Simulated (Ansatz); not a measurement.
CH2, SMILES `[CH2]` (excited singlet) (charge 0, multiplicity 1). This singlet is an excited state, 0.39 eV above the relaxed triplet at the level composite: frozen-core CCSD(T) with HF/cc-pV5Z and the correlation energy extrapolated as X^-3 from cc-pVQZ and cc-pV5Z, plus full CI minus CCSD(T) in cc-pVDZ // PBE0-D3(BJ)/def2-TZVP (Ansatz, a program for electronic structure).

All values below come from frozen-core CCSD(T)/6-31g // PBE0-D3(BJ)/def2-TZVP (Ansatz).

Ansatz 0.2 input:
```yaml
crystal:
  periodic: [false, false, false]
  atoms:
    - { symbol: C, position_ang: [-0.001458, 0.468792, -0.000001] }
    - { symbol: H, position_ang: [0.862835, -0.231715, -0.000003] }
    - { symbol: H, position_ang: [-0.861377, -0.237076, 0.000003] }
basis:
  gaussian: { orbitals: "6-31g" }
correlation:
  method: ccsd_t
```

Output:

```
Functional definition: HF
191 factors; integrals over basis functions are off by at most 2.9e-4 eV
mean field evaluation 1: about -1056.9868 eV, gradient 8.2e0 eV
mean field evaluation 2: about -1056.9851 eV, gradient 8.1e0 eV
mean field evaluation 4: about -1057.2384 eV, gradient 4.2e-1 eV
mean field evaluation 8: about -1057.2402 eV, gradient 2.9e-7 eV
mean field evaluation 16: about -1057.2400 eV, gradient 1.2e-1 eV
mean field -1057.24015422 eV, -38.8528590446 hartree, gradient 1.6e-6 eV, S^2 0.000000; 0 other end points of the search recorded, 0 dependent functions left out; unrestricted orbitals would lower it
1 core orbitals not correlated
reference -1057.24015422 eV, -38.8528590446 hartree; 3, 3 occupied and 9, 9 virtual orbitals, 191 factors
second order -1.77976378 eV of doubles, -0.00000000 eV of singles
cycle   1  -2.15206445 eV  change   -3.7e-1 eV  update   5.1e-2
cycle   2  -2.35306832 eV  change   -2.0e-1 eV  update   2.7e-2
cycle   3  -2.37974798 eV  change   -2.7e-2 eV  update   1.2e-2
cycle   4  -2.38673980 eV  change   -7.0e-3 eV  update   5.6e-3
cycle   5  -2.38719979 eV  change   -4.6e-4 eV  update   2.0e-3
cycle   6  -2.38813263 eV  change   -9.3e-4 eV  update   6.0e-4
cycle   7  -2.38819597 eV  change   -6.3e-5 eV  update   1.6e-4
cycle   8  -2.38816265 eV  change    3.3e-5 eV  update   4.0e-5
cycle   9  -2.38817900 eV  change   -1.6e-5 eV  update   7.6e-6
cycle  10  -2.38817450 eV  change    4.5e-6 eV  update   1.7e-6
perturbative correction -0.03964907 eV, -0.0014570763 hartree
Total energy: -1059.66797779 eV, -38.9420799151 hartree
```
